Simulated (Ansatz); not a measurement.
**CH4B2: where a starting geometry ends**

The starting geometry of this gas-phase singlet was optimised with GFN2-xTB; its bonds are those of `B=CB`.

```tsv
atom	x (Å)	y (Å)	z (Å)
C	0.2943	-0.2525	0.0517
B	-0.4750	-0.2206	-1.1016
B	-0.5585	0.0846	1.2802
H	-0.0533	0.0995	2.3370
H	-1.2188	-0.1594	-1.9723
H	-1.7024	0.3273	1.1885
H	1.3368	-0.4636	0.2172
```

Question: Predict what becomes of its bonds when it is optimised with B3LYP-D4/def2-TZVP.

Answer: New bonds form, giving a structure with H6 bridging B2 and B3, given below by its coordinates. Distances that change by over a tenth: B3–H6 (1.17 → 1.33 Å). Contacts that close: B2–B3 (2.40 → 1.72 Å), B2–H6 (2.66 → 1.33 Å).

The energy falls by 0.75 eV over 12 steps:

| step | E − E(last) (eV) |
| --- | --- |
| 1 | 0.745 |
| 2 | 0.688 |
| 3 | 0.581 |
| 5 | 0.323 |
| 6 | 0.133 |
| 7 | 0.063 |
| 8 | 0.030 |
| 10 | 0.000 |
| 11 | 0.000 |
| 12 | 0.000 |

Final geometry (Å):

```yaml
atoms:
  - { symbol: C, position_ang: [0.5637, -0.3046, 0.1059] }
  - { symbol: B, position_ang: [-0.7105, -0.0977, -0.5135] }
  - { symbol: B, position_ang: [-0.3475, 0.0234, 1.1605] }
  - { symbol: H, position_ang: [-0.5760, 0.2114, 2.3037] }
  - { symbol: H, position_ang: [-1.3954, -0.0621, -1.4747] }
  - { symbol: H, position_ang: [-1.4969, 0.1998, 0.5163] }
  - { symbol: H, position_ang: [1.5858, -0.5548, -0.0976] }
```

Frequencies at the end are all real (lowest 541 cm⁻¹). Run with Ansatz 0.2.0, 9.6 s on 2 threads of Arm Neoverse V2 (shared host).
